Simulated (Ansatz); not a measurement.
**A barrier at the coupled-cluster level**

Start structure (SiH6S, singlet), relaxed at PBE0-D4/def2-TZVP:

Si1  (-1.000, -0.386, 0.141)
S2  (0.466, 0.153, 1.601)
H3  (-0.370, -0.961, -1.075)
H4  (-1.687, 0.883, -0.195)
H5  (-1.975, -1.364, 0.685)
H6  (1.780, 1.281, -1.083)
H7  (1.825, 1.484, -1.801)
H8  (0.961, -1.090, 1.726)
(Å)

The step: SiH₄S ([SiH3][SH]) + H₂ → SiH₄ + H₂S; bonds formed: Si1–H7, S2–H6; bonds broken: Si1–S2, H6–H7. Program: Ansatz 0.2.0. Basis: def2-TZVPP and def2-QZVPP. Cores are frozen in the correlated methods. Extrapolation: Hartree–Fock as exp(−7.88 √X), correlation as X^−2.97. Energies below are by CCSD(T) at an estimated basis limit (MP2 extrapolated from triple and quadruple zeta, plus CCSD(T) − MP2 in triple zeta).

(1) What are the electronic barrier and the energy of the step, from the start structure to the end structure? (To be estimated.)

The T1 diagnostic stays at or below 0.014.

Answers

(1) The calculation gives: Barrier 2.572 eV; step energy 0.322 eV (uphill); reverse barrier, their difference, 2.251 eV. Barrier and step energy count from the start structure, the reverse barrier from the end structure.

The saddle point: One imaginary mode of 1287i cm⁻¹.
| pair | start (Å) | saddle (Å) | end (Å) |
| --- | --- | --- | --- |
| Si1–H7 | 3.90 | 1.71 | 1.48 |
| S2–H6 | 3.19 | 1.68 | 1.34 |
| Si1–S2 | 2.14 | 2.51 | 3.74 |
| H6–H7 | 0.75 | 0.99 | 3.25 |

Zero-point energy (harmonic, PBE0-D4): ZPE is 1.238 eV at the start and 1.277 eV at the saddle, so the barrier goes from 2.572 to 2.612 eV.

Labels in which every atom is bracketed show which atoms are joined, not bond orders.

For scale, one of the runs: CCSD(T)/def2-TZVPP, 168 basis functions, launched by `ansatz run in.yaml --threads 2 --pin off --events-out ev --progress --plain --max-ram 4352MiB`. The run took 15 s on 2 CPU threads of an Arm Neoverse V2 (shared host), with 1.2 GiB of host memory at its peak.
